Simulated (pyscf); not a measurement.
Optimised with ωB97X-D3(BJ)/def2-SVP in PySCF. Correlated levels are frozen-core, on RHF or UHF. ΔMP2 is the change of the MP2 total energy from the triple- to the quadruple-zeta basis.

Task: `[NH2][BH][Cl]` -> `[BH]=[NH]` + `[ClH]`
Surface: singlet. Broken: B–Cl, H–N. Formed: Cl–H. Give ΔE‡ and ΔE from CCSD(T)/def2-TZVPP + ΔMP2(QZVPP), relative to the reactant's lowest minimum found.

Result: ΔE‡ = 70.1 kcal/mol, ΔE = +54.2 kcal/mol. Zero-point energy shifts the barrier by -5.8 kcal/mol. It is an elimination, with an imaginary mode of 1165i cm⁻¹. This is the saddle that the search found; another between the same sides may lie lower. The CCSD(T) − MP2 part came from Ansatz, without density fitting, on the same reference.
